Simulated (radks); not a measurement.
# Taking charge from the 1s level of N²⁺ in fractions

An exercise on one series of results from a longer session: the logs are not shown, and one member is left open.

Method: non-relativistic Kohn-Sham, PBE, spin-polarised, spherical densities, point nucleus; open shells are filled with parallel spins first. Code: radks (a radial shooting solver on a logarithmic mesh, Libxc functionals) version 1.

### What is computed

```
element       : nitrogen (Z = 7)
charge        : +2
electrons     : 5
configuration : 1s(up 1, down 1) 2s2 2p1
```

A shell typed twice in an input gives spin up, then spin down.

Set-up of the first run:

Settings of this run:

```text
Z 7
configuration 1s1 1s1 2s2 2p1
relativity non-relativistic
functional pbe,pbe
spin polarised
nucleus point
```

Among the steps run: Start: 1s(up 1, down 1) 2s2 2p1.

One of the session's tables, all rows but one given; the rest of the session is left out.

It belongs to the step «Start: 1s(up 1, down 1) 2s2 2p1». Radial moments (bohr):

```
  level     <r>  outermost maximum (interpolated)  90 % within
  1s up       ?                                 ?            ?
1s down  0.2294                             0.148        0.411
  2s up   1.165                             0.954         1.82
2s down   1.181                             0.961         1.85
  2p up   1.128                             0.857         1.86
2p down   1.151                             0.867         1.91
```

Estimate the missing values for 1s up.

As computed: <r>: 0.2298; outermost maximum (interpolated): 0.148; 90 % within: 0.412. In the column «<r>» it lies between 1s down (0.2294) and 2p up (1.128).
